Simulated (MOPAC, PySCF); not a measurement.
C3H3N, SMILES `C=CC#N`, neutral singlet in the gas phase. 

Cartesian coordinates (Å):
SMILES: C=CC#N
```xyz
7

C     -1.0261    -0.2307     0.2756
C      0.1034     0.4331     0.0406
C      1.3924    -0.1025     0.3306
N      2.4440    -0.5158     0.5569
H     -1.9843     0.2117     0.0409
H     -1.0222    -1.2236     0.7043
H      0.0929     1.4277    -0.3891
```
Charge 0, multiplicity 1.

All levels are single points at this geometry (B3LYP-D3(BJ)/def2-TZVP); Pople sets use spherical d functions. Orbital energies aren't observables, and empty levels follow the basis.

| level | HOMO (eV) | LUMO (eV) | gap (eV) | dipole (D) | vertical IE, Delta-SCF (eV) |
|---|---|---|---|---|---|
| TPSSh-D3(BJ)/def2-TZVP in PySCF | -7.78 | -2.13 | 5.65 | 3.97 | 10.63 |
| B3LYP/6-31G* in PySCF | -7.90 | -1.47 | 6.43 | 3.86 | 10.57 |
| PBE/6-31G* in PySCF | -7.01 | -2.27 | 4.73 | 3.73 | 10.53 |
| SVWN5/6-31G* in PySCF | -7.18 | -2.48 | 4.70 | 3.80 | 10.80 |
| HF/6-31G* in PySCF | -10.70 | 2.65 | 13.35 | 4.29 | – |
| PM3 in MOPAC | -10.91 | -0.18 | 10.73 | 3.23 | – |
